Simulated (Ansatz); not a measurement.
A made-up structure of SiH₃O (charge +1), closed shell:

```
atom    x (Å)    y (Å)    z (Å)
  O1   0.1805  -0.8515   0.3697
 Si2  -0.2223   0.2481  -0.2284
  H3   0.8918  -0.7872   0.8569
  H4  -1.3721  -0.2345  -0.9080
  H5   0.5221   1.6250  -0.0902
```

It is relaxed with PBE-D4/def2-SVP and then PBE0-D4/def2-TZVP (Ansatz 0.2.0). Atoms count as bonded within 1.22 times the sum of their covalent radii (H–H: 0.88 Å). The end point is not checked to be a true minimum.

(1) Does its bonding change? (Judge from chemistry; the calculation decides.)

Results:

(1) The calculation gives: No: no bond forms or breaks.

Where it ends: The first stage lowers the energy by 4.02 eV in 8 steps. It ends as SiH₃O ([OH][SiH2]), total charge +1:
```
atom    x (Å)    y (Å)    z (Å)
  O1   0.3149  -0.9275   0.4868
 Si2  -0.2800   0.2991  -0.2836
  H3   1.0939  -0.9812   1.0554
  H4  -1.4877  -0.0124  -1.0533
  H5   0.3589   1.6219  -0.2054
```

Labels in which every atom is bracketed show which atoms are joined, not bond orders.

For scale, one of the runs: PBE0-D4/def2-TZVP relaxation, 86 basis functions, launched by `ansatz run in.yaml --threads 2 --pin off --events-out ev --progress --plain --max-ram 4352MiB`. The run took about 4.3 s on 2 CPU threads of an Arm Neoverse V2 (shared host).
